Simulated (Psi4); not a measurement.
# singlet [SiN2H5]+: levels of theory compared

Aim: a comparison of 3 runs (BLYP/def2-SVPD, PBE/def2-SVPD, SVWN5/def2-SVPD) of singlet [SiN2H5]+. 

Program for the calculation: Psi4 1.11.

## Step 1: The structure to begin with

[SiN2H5]+: 8 atoms, total charge +1, spin state singlet. SMILES of the parent species: `N[SiH]N`. Geometry: relaxed at PBE0-D4/def2-TZVP. This is one conformer, not always the lowest. That shape belongs to the parent species and isn't relaxed for this state.

Bond lengths: N1–Si2 1.713 Å, Si2–N3 1.720 Å, N1–H4 1.008 Å, N1–H5 1.005 Å, Si2–H6 1.504 Å, N3–H7 1.008 Å, N3–H8 1.008 Å. Angles: N1–Si2–N3 106.1°, N1–Si2–H6 117.2°, N3–Si2–H6 103.6°, Si2–N1–H4 122.2°, Si2–N1–H5 121.8°, Si2–N3–H7 120.2°, Si2–N3–H8 119.6°, H4–N1–H5 112.8°, H7–N3–H8 111.5°.

## Step 2: Energy and forces at BLYP/def2-SVPD (run 1)

input.json reads:

```json
{
  "schema_name": "qcschema_input",
  "schema_version": 1,
  "molecule": {
    "schema_name": "qcschema_molecule",
    "schema_version": 2,
    "symbols": ["N", "Si", "N", "H", "H", "H", "H", "H"],
    "geometry": [-1.94074873, 1.17559862, -1.45187658, 0.99720848, 1.09585218, -0.09580911, 1.49193878, -1.98912572, 0.80332258, -3.43533312, 0.27306543, -0.68899415, -2.45021889, 2.54999643, -2.65846671, 1.3537998, 2.55887815, 2.31510348, 1.38101185, -3.39016867, -0.48225811, 2.7758187, -2.38199978, 2.15334292],
    "molecular_charge": 1,
    "molecular_multiplicity": 1,
    "fix_symmetry": "c1",
    "fix_com": true,
    "fix_orientation": true
  },
  "driver": "gradient",
  "model": {
    "method": "blyp",
    "basis": "def2-SVPD"
  },
  "keywords": {
    "reference": "rks",
    "puream": true,
    "e_convergence": 1e-09,
    "d_convergence": 1e-08,
    "scf_type": "pk",
    "dft_radial_points": 99,
    "dft_spherical_points": 590,
    "scf_properties": ["LOWDIN_CHARGES", "WIBERG_LOWDIN_INDICES", "MAYER_INDICES"]
  }
}
```

On the command line:

```sh
$ psi4 --qcschema input.json -n 1 --memory 2200MB
```

stdout:

```text
[...]
  Running in c1 symmetry.
[...]
  Nuclear repulsion =  111.028710903504304
[...]
  Multiplicity = 1
[...]
  Nalpha       = 16
  Nbeta        = 16
[...]
    Number of basis functions: 104
[...]
   @RKS iter   1:  -400.93302820213495    4.29602e-01   1.12158e-02 DIIS/ADIIS
[...]
   @RKS iter  13:  -401.54387068686373   -2.78533e-12   2.98790e-09 DIIS
[...]
    Orbital Energies [Eh]
    ---------------------
    Doubly Occupied:
       1A    -65.765623     2A    -14.256997     3A    -14.230546
       4A     -5.343988     5A     -3.770729     6A     -3.764989
       7A     -3.763737     8A     -1.002810     9A     -0.971846
      10A     -0.710937    11A     -0.673765    12A     -0.657181
      13A     -0.597121    14A     -0.562455    15A     -0.490156
      16A     -0.443784
[...]
  @RKS Final Energy:  -401.54387068686373
   => Energetics <=
    Nuclear Repulsion Energy =            111.0287109035043045
    One-Electron Energy =                -765.1795822420407376
    Two-Electron Energy =                 288.8696224087225346
    DFT Exchange-Correlation Energy =     -36.2626217570497786
    Empirical Dispersion Energy =           0.0000000000000000
    VV10 Nonlocal Energy =                  0.0000000000000000
    Total Energy =                       -401.5438706868637269
[...]
 Multipole Moments:
 ------------------------------------------------------------------------------------
     Multipole            Electronic (a.u.)      Nuclear  (a.u.)        Total (a.u.)
 ------------------------------------------------------------------------------------
 L = 1.  Multiply by 2.5417464519 to convert [e a0] to [Debye]
 Dipole X            :         -9.7247747           10.4443274            0.7195527
 Dipole Y            :         -8.8431772            9.2570124            0.4138352
 Dipole Z            :          4.9943510           -5.2424781           -0.2481271
 Magnitude           :                                                    0.8663618
[...]
  -Total Gradient:
     Atom            X                  Y                   Z
    ------   -----------------  -----------------  -----------------
       1       -0.028876348710    -0.017636045662     0.005472969287
       2        0.038494769447     0.029699736245    -0.035495176604
       3       -0.007697305390    -0.026371393564     0.014446956992
       4        0.007632116456     0.015389171369    -0.001879742453
       5        0.007665826878    -0.011376985582     0.009862839691
       6       -0.011662788688    -0.011904990409     0.012269768974
       7        0.006486079666     0.016497795946     0.007928083123
       8       -0.012030269630     0.005706177454    -0.012613044502
[...]
```

The result, in JSON:

```text
{
 "driver": "gradient",
 "model": {
  "method": "blyp",
  "basis": "def2-SVPD"
 },
 "success": true,
 "return_result": [-0.02887634870962777, -0.017636045661522284, 0.0054729692872666075, 0.0384947694467426, 0.02969973624542585, -0.03549517660376583, -0.007697305389541109, -0.02637139356414625, 0.014446956992155324, 0.00763211645617784, 0.01538917136867099, -0.0018797424525041212, 0.007665826878352516, -0.011376985581695032, 0.009862839691252873, -0.011662788687991872, -0.011904990409487004, 0.012269768973959538, 0.006486079666051404, 0.01649779594640305, 0.007928083123323465, -0.012030269630494, 0.005706177454363762, -0.012613044501972648],
 "properties": {
  "calcinfo_nbasis": 104,
  "calcinfo_nmo": 104,
  "calcinfo_nalpha": 16,
  "calcinfo_nbeta": 16,
  "calcinfo_natom": 8,
  "nuclear_repulsion_energy": 111.0287109035043,
  "return_energy": -401.5438706868637,
  "return_gradient": [-0.02887634870962777, -0.017636045661522284, 0.0054729692872666075, 0.0384947694467426, 0.02969973624542585, -0.03549517660376583, -0.007697305389541109, -0.02637139356414625, 0.014446956992155324, 0.00763211645617784, 0.01538917136867099, -0.0018797424525041212, 0.007665826878352516, -0.011376985581695032, 0.009862839691252873, -0.011662788687991872, -0.011904990409487004, 0.012269768973959538, 0.006486079666051404, 0.01649779594640305, 0.007928083123323465, -0.012030269630494, 0.005706177454363762, -0.012613044501972648],
  "scf_one_electron_energy": -765.1795822420407,
  "scf_two_electron_energy": 288.86962240872253,
  "scf_xc_energy": -36.26262175704978,
  "scf_dipole_moment": [0.7195527387739649, 0.4138352096478002, -0.24812710989476905],
  "scf_total_energy": -401.5438706868637,
  "scf_total_gradient": [-0.02887634870962777, -0.017636045661522284, 0.0054729692872666075, 0.0384947694467426, 0.02969973624542585, -0.03549517660376583, -0.007697305389541109, -0.02637139356414625, 0.014446956992155324, 0.00763211645617784, 0.01538917136867099, -0.0018797424525041212, 0.007665826878352516, -0.011376985581695032, 0.009862839691252873, -0.011662788687991872, -0.011904990409487004, 0.012269768973959538, 0.006486079666051404, 0.01649779594640305, 0.007928083123323465, -0.012030269630494, 0.005706177454363762, -0.012613044501972648],
  "scf_iterations": 13
 }
}
```

Wall time 39 s (1 thread of Intel Xeon Platinum 8259CL at 2.50GHz (Skylake/Cascade Lake), shared host); peak memory 1.1 GiB.

## Step 3: Energy and gradient at PBE/def2-SVPD (run 2)

calc.dat reads:

```
memory 2200 mb

molecule geom {
  1 1
  N
  Si 1 1.712841
  N 2 1.72046 1 106.10273
  H 1 1.008265 2 122.17987 3 43.63343
  H 1 1.004655 4 112.76056 2 -160.06737
  H 2 1.504214 1 117.1628 5 86.90597
  H 3 1.007932 2 120.16142 6 -179.4117
  H 3 1.007558 7 111.47268 2 -147.47527
  units angstrom
  symmetry c1
}

set {
  basis def2-SVPD
  puream true
  e_convergence 1e-09
  d_convergence 1e-08
  scf_type pk
  dft_radial_points 99
  dft_spherical_points 590
}

result, w = gradient("pbe", return_wfn=True)
oeprop(w, "QUADRUPOLE", "WIBERG_LOWDIN_INDICES", "DIPOLE")
print_variables()
```

On the command line:

```sh
$ psi4 -i calc.dat -o calc.out -n 1
```

calc.out, shortened:

```text
[...]
  Running in c1 symmetry.
[...]
  Nuclear repulsion =  111.028692667126492
[...]
  Multiplicity = 1
[...]
  Nalpha       = 16
  Nbeta        = 16
[...]
    Number of basis functions: 104
[...]
   @RKS iter   1:  -400.75696529354644    3.76487e-01   1.05259e-02 DIIS/ADIIS
[...]
   @RKS iter  13:  -401.29820121927548   -4.14957e-12   4.36708e-09 DIIS
[...]
    Orbital Energies [Eh]
    ---------------------
    Doubly Occupied:
       1A    -65.699261     2A    -14.234380     3A    -14.209006
       4A     -5.341678     5A     -3.760813     6A     -3.754886
       7A     -3.753554     8A     -1.010109     9A     -0.979475
      10A     -0.716569    11A     -0.678438    12A     -0.662494
      13A     -0.601888    14A     -0.566008    15A     -0.495362
      16A     -0.448851
[...]
  @RKS Final Energy:  -401.29820121927548
   => Energetics <=
    Nuclear Repulsion Energy =            111.0286926671264922
    One-Electron Energy =                -765.2222693938043676
    Two-Electron Energy =                 288.9013786321322073
    DFT Exchange-Correlation Energy =     -36.0060031247298440
    Empirical Dispersion Energy =           0.0000000000000000
    VV10 Nonlocal Energy =                  0.0000000000000000
    Total Energy =                       -401.2982012192754837
[...]
  -Total Gradient:
     Atom            X                  Y                   Z
    ------   -----------------  -----------------  -----------------
       1       -0.013470108900    -0.020570216614    -0.025964174585
       2        0.040401548493     0.042308096368     0.022067724954
       3       -0.010498974097    -0.031598062258     0.000931104874
       4        0.001787717150     0.016118196673     0.005176856211
       5       -0.003405709368    -0.012073981395     0.010933169762
       6       -0.012297040431    -0.015229191834    -0.005847555495
       7       -0.007705569632     0.015099704600     0.008992417181
       8        0.005199030862     0.005950441190    -0.016281939251
[...]
 Multipole Moments:
 ------------------------------------------------------------------------------------
     Multipole            Electronic (a.u.)      Nuclear  (a.u.)        Total (a.u.)
[...]
```

Run time: 45 s. Hardware: 1 thread of Intel Xeon Platinum 8259CL at 2.50GHz (Skylake/Cascade Lake), shared host; peak memory 1.1 GiB.

## Step 4: Energy and gradient at SVWN5/def2-SVPD (run 3)

input.dat reads:

```
memory 2200 mb

molecule {
  1 1
  N     -1.027000     0.622100    -0.768300
  Si     0.527700     0.579900    -0.050700
  N      0.789500    -1.052600     0.425100
  H     -1.817900     0.144500    -0.364600
  H     -1.296600     1.349400    -1.406800
  H      0.716400     1.354100     1.225100
  H      0.730800    -1.794000    -0.255200
  H      1.468900    -1.260500     1.139500
  units angstrom
  symmetry c1
}

set {
  basis def2-SVPD
  reference rks
  puream true
  e_convergence 1e-09
  d_convergence 1e-08
  scf_type pk
  dft_radial_points 99
  dft_spherical_points 590
}

gradient("scf", dft_functional={"name": "SVWN5", "x_functionals": {"LDA_X": {}}, "c_functionals": {"LDA_C_VWN": {}}})
print_variables()
```

On the command line:

```sh
$ psi4 input.dat output.dat -n 1
```

output.dat:

```text
[...]
  Running in c1 symmetry.
[...]
  Nuclear repulsion =  111.028710907775093
[...]
  Multiplicity = 1
[...]
  Nalpha       = 16
  Nbeta        = 16
[...]
    Number of basis functions: 104
[...]
   @RKS iter   1:  -398.93993440616282    4.41559e-01   1.08373e-02 DIIS/ADIIS
[...]
   @RKS iter  13:  -399.50735759936384   -4.94538e-12   4.83881e-09 DIIS
[...]
    Orbital Energies [Eh]
    ---------------------
    Doubly Occupied:
       1A    -65.400174     2A    -14.101890     3A    -14.077827
       4A     -5.307804     5A     -3.756434     6A     -3.750893
       7A     -3.749613     8A     -1.004983     9A     -0.974144
      10A     -0.720221    11A     -0.680035    12A     -0.664744
      13A     -0.605252    14A     -0.567280    15A     -0.499941
      16A     -0.454080
[...]
  @RKS Final Energy:  -399.50735759936384
   => Energetics <=
    Nuclear Repulsion Energy =            111.0287109077750927
    One-Electron Energy =                -765.1733776190565095
    Two-Electron Energy =                 288.8093708563503696
    DFT Exchange-Correlation Energy =     -34.1720617444328170
    Empirical Dispersion Energy =           0.0000000000000000
    VV10 Nonlocal Energy =                  0.0000000000000000
    Total Energy =                       -399.5073575993638428
[...]
 Multipole Moments:
 ------------------------------------------------------------------------------------
     Multipole            Electronic (a.u.)      Nuclear  (a.u.)        Total (a.u.)
 ------------------------------------------------------------------------------------
 L = 1.  Multiply by 2.5417464519 to convert [e a0] to [Debye]
 Dipole X            :          1.3860858           -1.0399584            0.3461274
 Dipole Y            :          1.0537571           -0.9494806            0.1042765
 Dipole Z            :         -0.8134448            0.7702429           -0.0432019
 Magnitude           :                                                    0.3640661
[...]
  -Total Gradient:
     Atom            X                  Y                   Z
    ------   -----------------  -----------------  -----------------
       1       -0.042168496621    -0.015351656584    -0.000357993871
       2        0.046927171184     0.041781761781    -0.031187146756
       3       -0.003747912498    -0.040390525337     0.018081646589
       4        0.009069938982     0.017159908657    -0.003522848268
       5        0.007582578617    -0.013640611467     0.011460985793
       6       -0.011707870643    -0.012549302394     0.010034542909
       7        0.007632796863     0.017833217921     0.010297463905
       8       -0.013577956362     0.005160567309    -0.014812289566
[...]
```

Wall time 25 s (1 thread of Intel Xeon Platinum 8259CL at 2.50GHz (Skylake/Cascade Lake), shared host); peak memory 0.76 GiB.

## Step 5: The series

| run | level | energy (Eh) | HOMO energy (eV) | LUMO energy (eV) | HOMO–LUMO gap (eV) | wall time |
| --- | --- | --- | --- | --- | --- | --- |
| 1 | BLYP/def2-SVPD | -401.543871 | -12.08 | -10.06 | 2.01 | 39 s |
| 2 | PBE/def2-SVPD | -401.298201 | -12.21 | -10.14 | 2.07 | 45 s |
| 3 | SVWN5/def2-SVPD | -399.507358 | -12.36 | -10.26 | 2.10 | 25 s |

## Step 6: Results

| quantity | value |
| --- | --- |
| run 3: total energy | -399.50736 Eh |
| run 3: HOMO energy | -12.36 eV |
| run 3: LUMO energy | -10.26 eV |
| run 3: HOMO–LUMO gap | 2.10 eV |
| run 3: largest force on an atom | 3.607 eV/Å |

What this shows: The HOMO–LUMO gap runs from 2.01 eV (BLYP/def2-SVPD) to 2.10 eV (SVWN5/def2-SVPD). Totals of different functionals can't be ranked against each other. All runs together took 1.8 min, the longest 45 s.
